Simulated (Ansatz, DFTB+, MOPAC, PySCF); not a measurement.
Molecule: sulfur dioxide, SO$_{2}$, charge 0, multiplicity 1. SMILES: O=S=O
Geometry from a B3LYP-D3(BJ)/def2-TZVP (Ansatz, a quantum-chemistry and plane-wave program) optimisation:
```
S
O 1 1.4386
O 1 1.4386 2 118.87
```

Property: size of the dipole moment, in D. Terms: SCC-DFTB with the Slater-Koster set that CP2K ships; no dispersion term unless named; six Cartesian d functions in 6-31G* and its kin unless marked 5d; non-relativistic; PM7 with its own dispersion and hydrogen-bond terms; 6-311+G** with 5d, 6d on Na to Ar in Ansatz; spin-orbit terms left out. First-principles and DFTB rows: single points at B3LYP-D3(BJ) geometries (Ansatz). Semi-empirical rows: dipoles at the shared geometry.

Measured values: NIST CCCBDB, as tabulated in the package chemicals; dipoles are vibrational averages. 

Value to compare with, the measured value: 1.63 D.

| level | program | size of the dipole moment (D) | error |
|---|---|---|---|
| PM7 | MOPAC | 3.38 | 1.75 |
| SCC-DFTB | DFTB+ | 1.09 | -0.54 |
| B3LYP/3-21G | Ansatz | 1.87 | 0.24 |
| B3LYP/6-31G | Ansatz | 2.09 | 0.46 |
| B3LYP/6-31G* | Ansatz | 1.73 | 0.10 |
| PBE0/6-311+G** | Ansatz | 1.92 | 0.29 |
| M06-2X/6-311+G** | PySCF | 2.10 | 0.47 |

Among the 7 habitual levels, PM7 lies farthest from the measured value (1.75 D) and B3LYP/6-31G* nearest (0.10); 6 of 7 lie above it, and their mean absolute error is 0.55 D, the median 0.46. One case shows no general order.

The levels are drawn from those run, B3LYP/6-31G* more often than the rest, none by its result; runs whose electronic state is in doubt are left out.
